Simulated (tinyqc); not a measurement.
Inside a calculation. Method: CIS on RHF in the sto-6g basis, frozen core, for OH-, spin multiplicity 1. The basis has no diffuse functions, so it cannot describe the extra electron: this is an exercise in the method, not the real anion. Computed by tinyqc, a small Python program that keeps every step (integrals from PySCF). Settings: charge = -1, multiplicity = 1, basis = sto-6g, method = RHF, frozen orbitals = 1, energy threshold = 1e-10, iteration cap = 65, orthogonalisation = canonical, start = core, DIIS depth = 6. Command: `OMP_NUM_THREADS=1 python tinyqc.py 20086 20087 out.jsonl` (the two numbers bound the seeds that draw the settings). One thread of a shared host (Intel(R) Xeon(R) Processor @ 2.60GHz), about 0.1 s of CPU time with the checks. The early iterations of the SCF are left out here.

## One-electron integrals

Geometry (angstrom):
```
atom        x        y        z
O     0.00000  0.00000  0.00000
H     0.00000  0.00000  1.24500
```

Basis sto-6g: exponents (1/bohr^2) and contraction coefficients of normalised primitives:
```
element  l (shell)    exponent  coefficient
O            s (1)  1355.58423      0.00916
O            s (1)   248.54489      0.04936
O            s (1)    69.53390      0.16854
O            s (1)    23.88677      0.37056
O            s (1)     9.27593      0.41649
O            s (1)     3.82034      0.13033
O            s (2)    52.18776     -0.01325
O            s (2)    10.32932     -0.04699
O            s (2)     3.21034     -0.03379
O            s (2)     1.23514      0.25024
O            s (2)     0.53642      0.59512
O            s (2)     0.24588      0.24071
O            p (3)    52.18776      0.00376
O            p (3)    10.32932      0.03768
O            p (3)     3.21034      0.17390
O            p (3)     1.23514      0.41804
O            p (3)     0.53642      0.42586
O            p (3)     0.24588      0.10171
H            s (1)    35.52322      0.00916
H            s (1)     6.51314      0.04936
H            s (1)     1.82214      0.16854
H            s (1)     0.62596      0.37056
H            s (1)     0.24308      0.41649
H            s (1)     0.10011      0.13033
```

Overlap, kinetic and nuclear-attraction integrals over the contracted functions; the nuclear repulsion is the sum of Za Zb / Rab.

nuclear repulsion = 3.4003355 hartree

overlap S:
```
          1O 1s    1O 2s   1O 2px   1O 2py   1O 2pz    2H 1s
1O 1s   1.00000  0.23114  0.00000  0.00000  0.00000  0.02853
1O 2s   0.23114  1.00000  0.00000  0.00000  0.00000  0.31014
1O 2px  0.00000  0.00000  1.00000  0.00000  0.00000  0.00000
1O 2py  0.00000  0.00000  0.00000  1.00000  0.00000  0.00000
1O 2pz  0.00000  0.00000  0.00000  0.00000  1.00000  0.28498
2H 1s   0.02853  0.31014  0.00000  0.00000  0.28498  1.00000
```

kinetic energy T (hartree):
```
           1O 1s     1O 2s   1O 2px   1O 2py   1O 2pz     2H 1s
1O 1s   29.32720  -0.89602  0.00000  0.00000  0.00000  -0.00652
1O 2s   -0.89602   0.84262  0.00000  0.00000  0.00000   0.02976
1O 2px   0.00000   0.00000  2.53131  0.00000  0.00000   0.00000
1O 2py   0.00000   0.00000  0.00000  2.53131  0.00000   0.00000
1O 2pz   0.00000   0.00000  0.00000  0.00000  2.53131   0.11327
2H 1s   -0.00652   0.02976  0.00000  0.00000  0.11327   0.76852
```

nuclear attraction V (hartree):
```
            1O 1s     1O 2s    1O 2px    1O 2py    1O 2pz     2H 1s
1O 1s   -61.68336  -6.24953   0.00000   0.00000  -0.00971  -0.88168
1O 2s    -6.24953  -9.42446   0.00000   0.00000  -0.11426  -2.14623
1O 2px    0.00000   0.00000  -9.40229   0.00000   0.00000   0.00000
1O 2py    0.00000   0.00000   0.00000  -9.40229   0.00000   0.00000
1O 2pz   -0.00971  -0.11426   0.00000   0.00000  -9.46760  -1.75169
2H 1s    -0.88168  -2.14623   0.00000   0.00000  -1.75169  -4.60093
```

core Hamiltonian H = T + V (hartree):
```
            1O 1s     1O 2s    1O 2px    1O 2py    1O 2pz     2H 1s
1O 1s   -32.35616  -7.14555   0.00000   0.00000  -0.00971  -0.88821
1O 2s    -7.14555  -8.58184   0.00000   0.00000  -0.11426  -2.11647
1O 2px    0.00000   0.00000  -6.87098   0.00000   0.00000   0.00000
1O 2py    0.00000   0.00000   0.00000  -6.87098   0.00000   0.00000
1O 2pz   -0.00971  -0.11426   0.00000   0.00000  -6.93629  -1.63842
2H 1s    -0.88821  -2.11647   0.00000   0.00000  -1.63842  -3.83241
```

## Two-electron integrals

Functions are numbered as in S; the eight-fold symmetry (ij|kl) = (ji|kl) = (kl|ij) leaves the list below.

Two-electron integrals (ij|kl) in chemists' order, unique and non-zero (hartree):
```
(11|11) 4.78749   (21|11) 0.67588   (21|21) 0.12150   (22|11) 1.11738
(22|21) 0.24921   (22|22) 0.81738   (31|31) 0.02576   (32|31) 0.03914
(32|32) 0.18066   (33|11) 1.11738   (33|21) 0.24921   (33|22) 0.81738
(33|33) 0.88066   (41|41) 0.02576   (42|41) 0.03914   (42|42) 0.18066
(43|43) 0.04746   (44|11) 1.11738   (44|21) 0.24921   (44|22) 0.81738
(44|33) 0.78574   (44|44) 0.88066   (51|51) 0.02576   (52|51) 0.03914
(52|52) 0.18066   (53|53) 0.04746   (54|54) 0.04746   (55|11) 1.11738
(55|21) 0.24921   (55|22) 0.81738   (55|33) 0.78574   (55|44) 0.78574
(55|55) 0.88066   (61|11) 0.08865   (61|21) 0.01529   (61|22) 0.03073
(61|33) 0.03067   (61|44) 0.03067   (61|51) 0.00075   (61|52) 0.00148
(61|55) 0.03086   (61|61) 0.00196   (62|11) 0.24011   (62|21) 0.05442
(62|22) 0.20081   (62|33) 0.19734   (62|44) 0.19734   (62|51) 0.00438
(62|52) 0.03382   (62|55) 0.20775   (62|61) 0.00690   (62|62) 0.06456
(63|31) 0.00571   (63|32) 0.03323   (63|53) 0.00680   (63|63) 0.00856
(64|41) 0.00571   (64|42) 0.03323   (64|54) 0.00680   (64|64) 0.00856
(65|11) 0.18530   (65|21) 0.04255   (65|22) 0.16730   (65|33) 0.16008
(65|44) 0.16008   (65|51) 0.00861   (65|52) 0.05904   (65|55) 0.18175
(65|61) 0.00561   (65|62) 0.06533   (65|65) 0.07378   (66|11) 0.41998
(66|21) 0.09693   (66|22) 0.41108   (66|33) 0.39615   (66|44) 0.39615
(66|51) 0.00894   (66|52) 0.09718   (66|55) 0.44094   (66|61) 0.01238
(66|62) 0.17740   (66|65) 0.20412   (66|66) 0.77500
```

## Orthogonalisation

S = U s U^T; canonical form X = U s^(-1/2), so that X^T S X = 1. Each column of U has its largest component positive (the first on a tie).

eigenvalues of S: 0.55176  0.84528  1.00000  1.00000  1.13318  1.46978

X:
```
               1         2         3        4         5        6
1O 1s    0.34922   0.72957   0.00000  0.00000  -0.57711  0.26777
1O 2s   -0.78517  -0.44887   0.00000  0.00000  -0.36621  0.47924
1O 2px   0.00000   0.00000  -0.50567  0.86273   0.00000  0.00000
1O 2py   0.00000   0.00000   0.86273  0.50567   0.00000  0.00000
1O 2pz  -0.55601   0.58907   0.00000  0.00000   0.58383  0.31930
2H 1s    0.87453  -0.31981   0.00000  0.00000   0.27285  0.52635
```

Within a degenerate level the vectors are fixed only up to a rotation; this is one choice.

## Iteration 7 (converged): orbitals

converged F (hartree):
```
            1O 1s     1O 2s   1O 2px   1O 2py    1O 2pz     2H 1s
1O 1s   -19.75047  -4.79715  0.00000  0.00000  -0.01517  -0.59853
1O 2s    -4.79715  -1.70411  0.00000  0.00000   0.01038  -0.44763
1O 2px    0.00000   0.00000  0.18565  0.00000   0.00000   0.00000
1O 2py    0.00000   0.00000  0.00000  0.18565   0.00000   0.00000
1O 2pz   -0.01517   0.01038  0.00000  0.00000   0.52962  -0.25860
2H 1s    -0.59853  -0.44763  0.00000  0.00000  -0.25860   0.06810
```

Diagonalise F' = X^T F X, C = X C', fill 5 alpha and 5 beta electrons from the bottom; D = 2 C_occ C_occ^T. Each column has its largest component positive (the first on a tie).

F' = X^T F X (hartree):
```
          1         2        3        4         5         6
1  -0.09707  -2.75525  0.00000  0.00000   2.15542  -1.31670
2  -2.75525  -7.29355  0.00000  0.00000   8.02405  -4.56682
3   0.00000   0.00000  0.18565  0.00000   0.00000   0.00000
4   0.00000   0.00000  0.00000  0.18565   0.00000   0.00000
5   2.15542   8.02405  0.00000  0.00000  -8.44721   5.32279
6  -1.31670  -4.56682  0.00000  0.00000   5.32279  -3.44674
```

orbital energies (hartree): MO1 -19.75355, MO2 -0.59259, MO3 0.07703, MO4 0.18565, MO5 0.18565, MO6 0.98454

coefficients C:
```
             MO1       MO2       MO3       MO4      MO5       MO6
1O 1s    0.99686  -0.23834   0.07272   0.00000  0.00000  -0.05620
1O 2s    0.01356   0.95819  -0.39658   0.00000  0.00000   0.32584
1O 2px   0.00000   0.00000   0.00000  -0.20770  0.97819   0.00000
1O 2py   0.00000   0.00000   0.00000   0.97819  0.20770   0.00000
1O 2pz   0.00140   0.00175   0.48645   0.00000  0.00000   0.92862
2H 1s   -0.00251   0.17308   0.76616   0.00000  0.00000  -0.77564
```

D after iteration 7:
```
           1O 1s     1O 2s   1O 2px   1O 2py    1O 2pz     2H 1s
1O 1s    2.11164  -0.48739  0.00000  0.00000   0.07271   0.02393
1O 2s   -0.48739   2.15117  0.00000  0.00000  -0.38243  -0.27608
1O 2px   0.00000   0.00000  2.00000  0.00000   0.00000   0.00000
1O 2py   0.00000   0.00000  0.00000  2.00000   0.00000   0.00000
1O 2pz   0.07271  -0.38243  0.00000  0.00000   0.47327   0.74599
2H 1s    0.02393  -0.27608  0.00000  0.00000   0.74599   1.23392
```

Within a degenerate level the vectors are fixed only up to a rotation; this is one choice.

## Convergence

Stop when the energy changes by less than 1e-10 hartree and every element of the error matrix X^T (F D S - S D F) X is below 3e-06.

Course of the cycle:
```
iteration  E (hartree)     change  largest element of the error matrix
1          -73.6677710          -                             5.50e-01
2          -74.7143826  -1.05e+00                             2.31e-01
3          -74.7677164  -5.33e-02                             6.69e-02
4          -74.7715011  -3.78e-03                             3.80e-03
5          -74.7715166  -1.54e-05                             5.48e-04
6          -74.7715169  -2.96e-07                             1.40e-06
7          -74.7715169  -1.39e-12                             3.97e-08
```

PySCF RHF in the same basis = -74.7715169 hartree

Converged in 7 iterations.

## Integrals over molecular orbitals

(pq|rs) = sum C_ip C_jq C_kr C_ls (ij|kl), one index at a time.

one-electron integrals over orbitals h = C^T H C (hartree):
```
           1         2         3         4         5         6
1  -32.34335   0.62117  -0.18644   0.00000   0.00000   0.14850
2    0.62117  -7.19839   0.68481   0.00000   0.00000  -0.73251
3   -0.18644   0.68481  -4.99034   0.00000   0.00000  -1.55819
4    0.00000   0.00000   0.00000  -6.87098   0.00000   0.00000
5    0.00000   0.00000   0.00000   0.00000  -6.87098   0.00000
6    0.14850  -0.73251  -1.55819   0.00000   0.00000  -5.75419
```

Two-electron integrals over orbitals (pq|rs), unique and non-zero (hartree); the lowest 1 orbital is frozen and left out:
```
(22|22) 0.74539    (32|22) -0.06774   (32|32) 0.11693    (33|22) 0.56127
(33|32) 0.02342    (33|33) 0.61649    (42|42) 0.16027    (43|42) -0.03977
(43|43) 0.02806    (44|22) 0.77499    (44|32) -0.09605   (44|33) 0.54138
(44|44) 0.88066    (52|52) 0.16027    (53|52) -0.03977   (53|53) 0.02806
(54|54) 0.04746    (55|22) 0.77499    (55|32) -0.09605   (55|33) 0.54138
(55|44) 0.78574    (55|55) 0.88066    (62|22) 0.07695    (62|32) 0.05410
(62|33) 0.00202    (62|44) 0.08084    (62|55) 0.08084    (62|62) 0.11181
(63|22) 0.16042    (63|32) -0.10644   (63|33) -0.01496   (63|44) 0.18120
(63|55) 0.18120    (63|62) 0.01933    (63|63) 0.18566    (64|42) 0.02979
(64|43) 0.01492    (64|64) 0.03781    (65|52) 0.02979    (65|53) 0.01492
(65|65) 0.03781    (66|22) 0.67582    (66|32) 0.00214    (66|33) 0.60997
(66|44) 0.66941    (66|55) 0.66941    (66|62) 0.07754    (66|63) 0.07710
(66|66) 0.70772
```

## CIS matrix, singlets

A(ia,jb) = (e_a - e_i) d_ij d_ab + 2 (ia|jb) - (ij|ab).

CIS matrix A, singlet (hartree):
```
         2>6      3>6      4>6      5>6
2>6  1.12493  0.03652  0.00000  0.00000
3>6  0.03652  0.66886  0.00000  0.00000
4>6  0.00000  0.00000  0.20510  0.00000
5>6  0.00000  0.00000  0.00000  0.20510
```

## CIS singlet states

dipole integrals <i|r|a> (bohr):
```
            x        y         z
2>6   0.00000  0.00000   0.11427
3>6   0.00000  0.00000  -1.20370
4>6  -0.01069  0.05033   0.00000
5>6   0.05033  0.01069   0.00000
```

Diagonalise A (1 hartree = 27.211386 eV); each vector has its largest component positive (the first on a tie). The transition dipole is mu = sqrt2 sum c_ia <i|r|a>.

singlet excitation energies (eV): 5.58092  5.58092  18.12142  30.68987

lowest vectors:
```
     state 1   state 2   state 3  state 4
2>6  0.00000   0.00000  -0.07931  0.99685
3>6  0.00000   0.00000   0.99685  0.07931
4>6  0.99403  -0.10908   0.00000  0.00000
5>6  0.10908   0.99403   0.00000  0.00000
```

oscillator strengths 2/3 w |mu|^2: 0.00072  0.00072  1.29781  0.00051

Within a degenerate level the vectors are fixed only up to a rotation; this is one choice.

## CIS matrix, triplets

A(ia,jb) = (e_a - e_i) d_ij d_ab - (ij|ab).

CIS matrix A, triplet (hartree):
```
          2>6       3>6      4>6      5>6
2>6   0.90131  -0.00214  0.00000  0.00000
3>6  -0.00214   0.29754  0.00000  0.00000
4>6   0.00000   0.00000  0.12948  0.00000
5>6   0.00000   0.00000  0.00000  0.12948
```

## CIS triplet states

Diagonalise A (1 hartree = 27.211386 eV); each vector has its largest component positive (the first on a tie).

triplet excitation energies (eV): 3.52326  3.52326  8.09632  24.52620

lowest vectors:
```
     state 1   state 2  state 3   state 4
2>6  0.00000   0.00000  0.00354   0.99999
3>6  0.00000   0.00000  0.99999  -0.00354
4>6  0.96230  -0.27200  0.00000   0.00000
5>6  0.27200   0.96230  0.00000   0.00000
```

Within a degenerate level the vectors are fixed only up to a rotation; this is one choice.
